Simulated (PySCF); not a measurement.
C₂H₆, SMILES CC (connectivity only; charge and spin as stated), charge +1, multiplicity 2.

Coordinates come from a PBE-D3(BJ)/def2-TZVP optimisation. The multiplicity is an assumed one; other spin states were not compared.

Two levels are set side by side: PBE/def2-TZVPD (PySCF) and PBE0/def2-TZVPD (PySCF). Same geometry, gas phase. Differences are taken from unrounded values.

```csv
quantity,PBE
α-spin orbital gap (eV),9.51
β-spin orbital gap (eV),2.01
mean polarisability (bohr³),28.4
```

Question: These are the PBE values. What does PBE0 give? (An estimate is asked for; the answer gives what the named calculation found.)

Answer: 
| quantity | PBE0 | PBE minus PBE0 |
|---|---|---|
| α-spin orbital gap (eV) | 11.73 | -2.23 |
| β-spin orbital gap (eV) | 4.39 | -2.38 |
| mean polarisability (bohr³) | 29.3 | -0.9 |

Rough cost on one machine, each run with all the roots and properties that it gave: PBE0 against PBE within a factor of 2.
